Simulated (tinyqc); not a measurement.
Inside a calculation. Method: G0W0 on RHF in the sto-3g basis, for H2O, spin multiplicity 1. One step of it, computed by the program tinyqc.

Problem. Iteration 8 (converged): orbitals. Diagonalise F' = X^T F X, C = X C', fill 5 alpha and 5 beta electrons from the bottom; D = 2 C_occ C_occ^T. Each column has its largest component positive (the first on a tie).

converged F (hartree), order 1O 1s, 1O 2s, 1O 2px, 1O 2py, 1O 2pz, 2H 1s, 3H 1s:
$$\begin{pmatrix}
-20.253535 & -5.164511 & 0.000000 & -0.000477 & -0.027178 & -1.006796 & -0.949369 \\
-5.164511 & -2.427685 & 0.000000 & -0.005318 & -0.099306 & -0.906349 & -0.869633 \\
0.000000 & 0.000000 & -0.392527 & 0.000000 & 0.000000 & 0.000000 & 0.000000 \\
-0.000477 & -0.005318 & 0.000000 & -0.262060 & -0.006136 & -0.363273 & 0.355576 \\
-0.027178 & -0.099306 & 0.000000 & -0.006136 & -0.307292 & -0.367869 & -0.360449 \\
-1.006796 & -0.906349 & 0.000000 & -0.363273 & -0.367869 & -0.495073 & -0.330886 \\
-0.949369 & -0.869633 & 0.000000 & 0.355576 & -0.360449 & -0.330886 & -0.467838
\end{pmatrix}$$

X, order 1O 1s, 1O 2s, 1O 2px, 1O 2py, 1O 2pz, 2H 1s, 3H 1s:
$$\begin{pmatrix}
1.023837 & -0.139078 & 0.000000 & -0.000339 & -0.009090 & 0.020341 & 0.019644 \\
-0.139078 & 1.186686 & 0.000000 & 0.004768 & 0.091777 & -0.254072 & -0.238589 \\
0.000000 & 0.000000 & 1.000000 & 0.000000 & 0.000000 & 0.000000 & 0.000000 \\
-0.000339 & 0.004768 & 0.000000 & 1.080632 & 0.002317 & -0.192867 & 0.185893 \\
-0.009090 & 0.091777 & 0.000000 & 0.002317 & 1.051125 & -0.141250 & -0.134200 \\
0.020341 & -0.254072 & 0.000000 & -0.192867 & -0.141250 & 1.166212 & -0.083651 \\
0.019644 & -0.238589 & 0.000000 & 0.185893 & -0.134200 & -0.083651 & 1.153379
\end{pmatrix}$$

Give: F' = X^T F X; orbital energies; coefficients C; D after iteration 8.

Solution.

F' = X^T F X (hartree):
$$\begin{pmatrix}
-19.877 & -2.689 & 0.000 & -0.001 & -0.057 & -0.136 & -0.121 \\
-2.689 & -1.290 & 0.000 & 0.003 & 0.113 & -0.454 & -0.431 \\
0.000 & 0.000 & -0.393 & 0.000 & 0.000 & 0.000 & 0.000 \\
-0.001 & 0.003 & 0.000 & -0.023 & -0.001 & -0.424 & 0.415 \\
-0.057 & 0.113 & 0.000 & -0.001 & -0.152 & -0.335 & -0.325 \\
-0.136 & -0.454 & 0.000 & -0.424 & -0.335 & -0.004 & -0.094 \\
-0.121 & -0.431 & 0.000 & 0.415 & -0.325 & -0.094 & -0.010
\end{pmatrix}$$

orbital energies (hartree): MO1 -20.262, MO2 -1.237, MO3 -0.564, MO4 -0.459, MO5 -0.393, MO6 0.536, MO7 0.630

coefficients C, order 1O 1s, 1O 2s, 1O 2px, 1O 2py, 1O 2pz, 2H 1s, 3H 1s:
$$\begin{pmatrix}
0.994 & -0.236 & 0.005 & 0.102 & 0.000 & 0.116 & -0.016 \\
0.025 & 0.864 & -0.027 & -0.521 & 0.000 & -0.725 & 0.110 \\
0.000 & 0.000 & 0.000 & 0.000 & 1.000 & 0.000 & 0.000 \\
0.000 & 0.005 & 0.618 & -0.017 & 0.000 & 0.113 & 0.919 \\
0.004 & 0.107 & 0.021 & 0.737 & 0.000 & -0.766 & 0.101 \\
-0.005 & 0.154 & 0.457 & 0.303 & 0.000 & 0.637 & -0.871 \\
-0.005 & 0.146 & -0.447 & 0.331 & 0.000 & 0.814 & 0.674
\end{pmatrix}$$

D after iteration 8, order 1O 1s, 1O 2s, 1O 2px, 1O 2py, 1O 2pz, 2H 1s, 3H 1s:
$$\begin{pmatrix}
2.110 & -0.464 & 0.000 & 0.001 & 0.107 & -0.017 & -0.016 \\
-0.464 & 2.038 & 0.000 & -0.007 & -0.584 & -0.074 & -0.069 \\
0.000 & 0.000 & 2.000 & 0.000 & 0.000 & 0.000 & 0.000 \\
0.001 & -0.007 & 0.000 & 0.764 & 0.003 & 0.557 & -0.562 \\
0.107 & -0.584 & 0.000 & 0.003 & 1.110 & 0.499 & 0.500 \\
-0.017 & -0.074 & 0.000 & 0.557 & 0.499 & 0.650 & -0.163 \\
-0.016 & -0.069 & 0.000 & -0.562 & 0.500 & -0.163 & 0.661
\end{pmatrix}$$
